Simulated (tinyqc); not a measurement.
Inside a calculation. Method: extended Hueckel theory, for BH3. Computed by tinyqc, a small Python program that keeps every step (integrals from PySCF). Settings: charge = 0, K = 1.5, weighted = 1, multiplicity = 1. Command: `OMP_NUM_THREADS=1 python tinyqc.py 23320 23321 out.jsonl` (the two numbers bound the seeds that draw the settings). One thread of a shared host (Intel(R) Xeon(R) Processor @ 2.60GHz), about 0.01 s of CPU time with the checks.

## Overlaps

Geometry (angstrom):
```
atom,x,y,z
B,0.000000,0.000000,0.034000
H,1.203000,0.000000,0.000000
H,-0.602000,1.042000,0.000000
H,-0.602000,-1.042000,0.000000
```

Parameters chosen for this run:
```
element,shell,Slater exponent,H_ii (eV)
H,1s,1.300000,-13.600000
B,2s,1.300000,-15.200000
B,2p,1.300000,-8.500000
```

Slater orbitals, each expanded in six Gaussians scaled to its exponent.

overlap S:
```
,1B 2s,1B 2px,1B 2py,1B 2pz,2H 1s,3H 1s,4H 1s
1B 2s,1.000000,0.000000,0.000000,0.000000,0.482429,0.482245,0.482245
1B 2px,0.000000,1.000000,0.000000,0.000000,0.527899,-0.264022,-0.264022
1B 2py,0.000000,0.000000,1.000000,0.000000,0.000000,0.456995,-0.456995
1B 2pz,0.000000,0.000000,0.000000,1.000000,-0.014920,-0.014912,-0.014912
2H 1s,0.482429,0.527899,0.000000,-0.014920,1.000000,0.088773,0.088773
3H 1s,0.482245,-0.264022,0.456995,-0.014912,0.088773,1.000000,0.088800
4H 1s,0.482245,-0.264022,-0.456995,-0.014912,0.088773,0.088800,1.000000
```

## Wolfsberg-Helmholz matrix

diagonal H_ii (eV): 1B 2s -15.200000, 1B 2px -8.500000, 1B 2py -8.500000, 1B 2pz -8.500000, 2H 1s -13.600000, 3H 1s -13.600000, 4H 1s -13.600000

K = 1.500000

H_ij = K' S_ij (H_ii + H_jj)/2 for i != j (the diagonal keeps H_ii), with K' = K + D^2 + D^4 (1 - K), D = (H_ii - H_jj)/(H_ii + H_jj), K = 1.5.

H (eV):
```
,1B 2s,1B 2px,1B 2py,1B 2pz,2H 1s,3H 1s,4H 1s
1B 2s,-15.200000,0.000000,0.000000,0.000000,-10.441872,-10.437893,-10.437893
1B 2px,0.000000,-8.500000,0.000000,0.000000,-9.052301,4.527397,4.527397
1B 2py,0.000000,0.000000,-8.500000,0.000000,0.000000,-7.836459,7.836459
1B 2pz,0.000000,0.000000,0.000000,-8.500000,0.255842,0.255700,0.255700
2H 1s,-10.441872,-9.052301,0.000000,0.255842,-13.600000,-1.810970,-1.810970
3H 1s,-10.437893,4.527397,-7.836459,0.255700,-1.810970,-13.600000,-1.811520
4H 1s,-10.437893,4.527397,7.836459,0.255700,-1.810970,-1.811520,-13.600000
```

## Orbitals

valence electrons = 6

Solve H C = S C e through S^(-1/2); fill by pairs from the bottom, a degenerate level sharing its electrons equally; each orbital has its largest coefficient positive (the first on a tie).

orbital energies (eV): -17.848751  -13.861680  -13.861017  -8.504621  3.306466  3.325212  7.656887

occupations: 2.000000  2.000000  2.000000  0.000000  0.000000  0.000000  0.000000

coefficients:
```
,MO1,MO2,MO3,MO4,MO5,MO6,MO7
1B 2s,0.557507,0.000045,0.000000,0.033904,0.000000,-0.001220,1.464522
1B 2px,0.000000,0.315198,0.000000,0.000000,0.000000,1.322294,0.001258
1B 2py,0.000000,0.000000,0.315189,0.000000,1.321748,0.000000,0.000000
1B 2pz,0.000902,-0.000001,0.000000,0.999225,0.000000,0.000044,-0.054235
2H 1s,0.268939,0.649323,0.000000,-0.011942,0.000000,-0.963688,-0.790734
3H 1s,0.268856,-0.324793,0.562480,-0.011939,-0.834725,0.482966,-0.788965
4H 1s,0.268856,-0.324793,-0.562480,-0.011939,0.834725,0.482966,-0.788965
```

sum of one-electron energies = -91.142895 eV

## Mulliken analysis

P = C n C^T; charge = valence electrons (H 1, B 3) minus the sum of (P S)_ii on the atom; overlap population = 2 sum P_ij S_ij between two atoms.

charges: 1B 0.898926, 2H -0.299456, 3H -0.299735, 4H -0.299735

Overlap populations:
```
pair,value
2-1,0.721543
3-1,0.721285
3-2,-0.049212
4-1,0.721285
4-2,-0.049212
4-3,-0.049234
```
